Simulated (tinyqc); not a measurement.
Inside a calculation. Method: UKS/PBE in the sto-6g basis, for CH2, spin multiplicity 3. One step of it, computed by the program tinyqc.

Problem. Iteration 1: building the Kohn-Sham matrix. J_ij = sum D_kl (ij|kl) with D = D(alpha) + D(beta); F = H + J + V_xc; E = tr D H + tr D J / 2 + E_xc + E_nn.

D(alpha) at the start:
```
            1C 1s      1C 2s    1C 2px     1C 2py     1C 2pz      2H 1s      3H 1s
1C 1s    0.013432  -0.095185  0.000000  -0.001297   0.066296   0.060571   0.060712
1C 2s   -0.095185   0.894258  0.000000  -0.001075  -0.102049  -0.802339  -0.818483
1C 2px   0.000000   0.000000  1.000000   0.000000   0.000000   0.000000   0.000000
1C 2py  -0.001297  -0.001075  0.000000   1.736346   0.000297  -0.861553   0.872139
1C 2pz   0.066296  -0.102049  0.000000   0.000297   0.942971  -0.335086  -0.340599
2H 1s    0.060571  -0.802339  0.000000  -0.861553  -0.335086   1.942466  -0.087090
3H 1s    0.060712  -0.818483  0.000000   0.872139  -0.340599  -0.087090   1.965004
```

D(beta) at the start:
```
            1C 1s      1C 2s    1C 2px     1C 2py     1C 2pz      2H 1s      3H 1s
1C 1s    0.013430  -0.095176  0.000000   0.000375   0.066300   0.060280   0.061001
1C 2s   -0.095176   0.894222  0.000000  -0.007954  -0.102067  -0.801142  -0.819672
1C 2px   0.000000   0.000000  0.000000   0.000000   0.000000   0.000000   0.000000
1C 2py   0.000375  -0.007954  0.000000   0.414690  -0.003026  -0.631722   0.643702
1C 2pz   0.066300  -0.102067  0.000000  -0.003026   0.942963  -0.334508  -0.341174
2H 1s    0.060280  -0.801142  0.000000  -0.631722  -0.334508   1.902499  -0.047366
3H 1s    0.061001  -0.819672  0.000000   0.643702  -0.341174  -0.047366   1.925520
```

core Hamiltonian H = T + V (hartree):
```
             1C 1s      1C 2s     1C 2px     1C 2py     1C 2pz      2H 1s      3H 1s
1C 1s   -18.945523  -4.355948   0.000000   0.000215  -0.017866  -1.261057  -1.280413
1C 2s    -4.355948  -5.640377   0.000000   0.001401  -0.169319  -2.599061  -2.623811
1C 2px    0.000000   0.000000  -4.562891   0.000000   0.000000   0.000000   0.000000
1C 2py    0.000215   0.001401   0.000000  -4.775462   0.000635  -1.848485   1.860248
1C 2pz   -0.017866  -0.169319   0.000000   0.000635  -4.621655  -1.012855  -1.019541
2H 1s    -1.261057  -2.599061   0.000000  -1.848485  -1.012855  -3.689617  -0.751749
3H 1s    -1.280413  -2.623811   0.000000   1.860248  -1.019541  -0.751749  -3.706350
```

Two-electron integrals (ij|kl) in chemists' order, unique and non-zero (hartree):
```
(11|11) 3.543743    (21|11) 0.529462    (21|21) 0.100317    (22|11) 0.853596
(22|21) 0.199930    (22|22) 0.624844    (31|31) 0.021271    (32|31) 0.031868
(32|32) 0.138108    (33|11) 0.853598    (33|21) 0.199930    (33|22) 0.624843
(33|33) 0.673218    (41|41) 0.021271    (42|41) 0.031868    (42|42) 0.138108
(43|43) 0.036281    (44|11) 0.853598    (44|21) 0.199930    (44|22) 0.624843
(44|33) 0.600655    (44|44) 0.673218    (51|51) 0.021271    (52|51) 0.031868
(52|52) 0.138108    (53|53) 0.036281    (54|54) 0.036281    (55|11) 0.853598
(55|21) 0.199930    (55|22) 0.624843    (55|33) 0.600655    (55|44) 0.600655
(55|55) 0.673218    (61|11) 0.160845    (61|21) 0.029300    (61|22) 0.057323
(61|33) 0.057105    (61|41) 0.001693    (61|42) 0.003254    (61|44) 0.057617
(61|51) 0.000890    (61|52) 0.001711    (61|54) 0.000269    (61|55) 0.057246
(61|61) 0.008801    (62|11) 0.350683    (62|21) 0.083169    (62|22) 0.282151
(62|33) 0.275804    (62|41) 0.007444    (62|42) 0.047682    (62|44) 0.290721
(62|51) 0.003913    (62|52) 0.025066    (62|54) 0.007842    (62|55) 0.279926
(62|61) 0.024986    (62|62) 0.162008    (63|31) 0.009358    (63|32) 0.046543
(63|43) 0.009539    (63|53) 0.005014    (63|63) 0.020927    (64|11) 0.254432
(64|21) 0.061243    (64|22) 0.220086    (64|33) 0.208992    (64|41) 0.014153
(64|42) 0.081197    (64|44) 0.239198    (64|51) 0.002521    (64|52) 0.018218
(64|54) 0.010864    (64|55) 0.212068    (64|61) 0.019384    (64|62) 0.150368
(64|64) 0.157972    (65|11) 0.133754    (65|21) 0.032195    (65|22) 0.115698
(65|33) 0.109866    (65|41) 0.002521    (65|42) 0.018218    (65|44) 0.115716
(65|51) 0.010683    (65|52) 0.056120    (65|54) 0.012614    (65|55) 0.121512
(65|61) 0.010190    (65|62) 0.079048    (65|64) 0.072044    (65|65) 0.058800
(66|11) 0.488223    (66|21) 0.118050    (66|22) 0.450853    (66|33) 0.426951
(66|41) 0.014159    (66|42) 0.117613    (66|44) 0.483131    (66|51) 0.007443
(66|52) 0.061829    (66|54) 0.029534    (66|55) 0.442476    (66|61) 0.036209
(66|62) 0.318365    (66|64) 0.327754    (66|65) 0.172299    (66|66) 0.774999
(71|11) 0.163344    (71|21) 0.029753    (71|22) 0.058202    (71|33) 0.057981
(71|41) -0.001719   (71|42) -0.003302   (71|44) 0.058501    (71|51) 0.000904
(71|52) 0.001736    (71|54) -0.000274   (71|55) 0.058125    (71|61) 0.008640
(71|62) 0.023622    (71|64) 0.016478    (71|65) 0.009630    (71|66) 0.033210
(71|71) 0.009076    (72|11) 0.354285    (72|21) 0.084012    (72|22) 0.284779
(72|33) 0.278396    (72|41) -0.007515   (72|42) -0.048023   (72|44) 0.293397
(72|51) 0.003952    (72|52) 0.025253    (72|54) -0.007889   (72|55) 0.282544
(72|61) 0.023501    (72|62) 0.118436    (72|64) 0.078574    (72|65) 0.056164
(72|66) 0.183133    (72|71) 0.025624    (72|72) 0.164694    (73|31) 0.009478
(73|32) 0.047067    (73|43) -0.009620   (73|53) 0.005059    (73|63) 0.014367
(73|73) 0.021344    (74|11) -0.256284   (74|21) -0.061684   (74|22) -0.221491
(74|33) -0.210322   (74|41) 0.014311    (74|42) 0.081894    (74|44) -0.240739
(74|51) -0.002541   (74|52) -0.018314   (74|54) 0.010936    (74|55) -0.213413
(74|61) -0.016340   (74|62) -0.078242   (74|64) -0.038922   (74|65) -0.036316
(74|66) -0.110597   (74|71) -0.019827   (74|72) -0.152437   (74|74) 0.159895
(75|11) 0.134770    (75|21) 0.032437    (75|22) 0.116474    (75|33) 0.110601
(75|41) -0.002541   (75|42) -0.018314   (75|44) 0.116477    (75|51) 0.010814
(75|52) 0.056698    (75|54) -0.012711   (75|55) 0.122344    (75|61) 0.009558
(75|62) 0.056063    (75|64) 0.036394    (75|65) 0.040373    (75|66) 0.092322
(75|71) 0.010426    (75|72) 0.080161    (75|74) -0.072859   (75|75) 0.059658
(76|11) 0.094606    (76|21) 0.022439    (76|22) 0.077783    (76|33) 0.075996
(76|41) 4.91e-06    (76|42) 0.000045    (76|44) 0.078448    (76|51) 0.001797
(76|52) 0.011901    (76|54) 0.000011    (76|55) 0.078905    (76|61) 0.006550
(76|62) 0.039627    (76|64) 0.031866    (76|65) 0.021269    (76|66) 0.072022
(76|71) 0.006649    (76|72) 0.039912    (76|74) -0.031960   (76|75) 0.021381
(76|76) 0.011634    (77|11) 0.490984    (77|21) 0.118700    (77|22) 0.452717
(77|33) 0.428724    (77|41) -0.014283   (77|42) -0.118135   (77|44) 0.485110
(77|51) 0.007511    (77|52) 0.062122    (77|54) -0.029651   (77|55) 0.444317
(77|61) 0.032885    (77|62) 0.182136    (77|64) 0.110470    (77|65) 0.091994
(77|66) 0.282579    (77|71) 0.036971    (77|72) 0.321389    (77|74) -0.330029
(77|75) 0.173550    (77|76) 0.072022    (77|77) 0.774999
```

nuclear repulsion = 6.32140887 hartree

V_xc(alpha) (hartree):
```
            1C 1s      1C 2s     1C 2px     1C 2py     1C 2pz      2H 1s      3H 1s
1C 1s   -0.849251  -0.183835   0.000000   0.000061  -0.001281  -0.053545  -0.054353
1C 2s   -0.183835  -0.596716   0.000000  -0.000527   0.035352  -0.280229  -0.282378
1C 2px   0.000000   0.000000  -0.584961   0.000000   0.000000   0.000000   0.000000
1C 2py   0.000061  -0.000527   0.000000  -0.626851  -0.000200  -0.240446   0.241298
1C 2pz  -0.001281   0.035352   0.000000  -0.000200  -0.574821  -0.110163  -0.110553
2H 1s   -0.053545  -0.280229   0.000000  -0.240446  -0.110163  -0.571344  -0.072898
3H 1s   -0.054353  -0.282378   0.000000   0.241298  -0.110553  -0.072898  -0.571443
```

V_xc(beta) (hartree):
```
            1C 1s      1C 2s     1C 2px     1C 2py     1C 2pz      2H 1s      3H 1s
1C 1s   -0.801013  -0.152757   0.000000  -0.000014   0.001883  -0.044690  -0.045390
1C 2s   -0.152757  -0.462518   0.000000   0.000280   0.045445  -0.232008  -0.234039
1C 2px   0.000000   0.000000  -0.399782   0.000000   0.000000   0.000000   0.000000
1C 2py  -0.000014   0.000280   0.000000  -0.458472   0.000228  -0.204543   0.205817
1C 2pz   0.001883   0.045445   0.000000   0.000228  -0.526480  -0.100609  -0.101185
2H 1s   -0.044690  -0.232008   0.000000  -0.204543  -0.100609  -0.539968  -0.062181
3H 1s   -0.045390  -0.234039   0.000000   0.205817  -0.101185  -0.062181  -0.539931
```

E_xc = sum of w rho eps_xc = -3.73326846 hartree

Give: Coulomb J; F(alpha); F(beta); total energy of this density.

Solution.

Coulomb J (hartree):
```
          1C 1s   1C 2s  1C 2px   1C 2py   1C 2pz   2H 1s    3H 1s
1C 1s    5.3753  1.2654  0.0000   0.0002  -0.0194  0.3626   0.3681
1C 2s    1.2654  4.2332  0.0000   0.0008   0.0036  2.0590   2.0758
1C 2px   0.0000  0.0000  4.1231   0.0000   0.0000  0.0000   0.0000
1C 2py   0.0002  0.0008  0.0000   4.3463  -0.0002  1.7068  -1.7150
1C 2pz  -0.0194  0.0036  0.0000  -0.0002   4.2300  0.8886   0.8935
2H 1s    0.3626  2.0590  0.0000   1.7068   0.8886  3.8345   0.5719
3H 1s    0.3681  2.0758  0.0000  -1.7150   0.8935  0.5719   3.8386
```

F(alpha) (hartree):
```
           1C 1s    1C 2s   1C 2px   1C 2py   1C 2pz    2H 1s    3H 1s
1C 1s   -14.4195  -3.2744   0.0000   0.0005  -0.0385  -0.9520  -0.9667
1C 2s    -3.2744  -2.0039   0.0000   0.0017  -0.1304  -0.8203  -0.8303
1C 2px    0.0000   0.0000  -1.0248   0.0000   0.0000   0.0000   0.0000
1C 2py    0.0005   0.0017   0.0000  -1.0560   0.0003  -0.3821   0.3865
1C 2pz   -0.0385  -0.1304   0.0000   0.0003  -0.9664  -0.2344  -0.2366
2H 1s    -0.9520  -0.8203   0.0000  -0.3821  -0.2344  -0.4264  -0.2527
3H 1s    -0.9667  -0.8303   0.0000   0.3865  -0.2366  -0.2527  -0.4391
```

F(beta) (hartree):
```
           1C 1s    1C 2s   1C 2px   1C 2py   1C 2pz    2H 1s    3H 1s
1C 1s   -14.3713  -3.2433   0.0000   0.0004  -0.0353  -0.9432  -0.9577
1C 2s    -3.2433  -1.8697   0.0000   0.0025  -0.1203  -0.7721  -0.7820
1C 2px    0.0000   0.0000  -0.8396   0.0000   0.0000   0.0000   0.0000
1C 2py    0.0004   0.0025   0.0000  -0.8876   0.0007  -0.3462   0.3510
1C 2pz   -0.0353  -0.1203   0.0000   0.0007  -0.9181  -0.2248  -0.2273
2H 1s    -0.9432  -0.7721   0.0000  -0.3462  -0.2248  -0.3951  -0.2420
3H 1s    -0.9577  -0.7820   0.0000   0.3510  -0.2273  -0.2420  -0.4076
```

total energy of this density = -11.884718 hartree
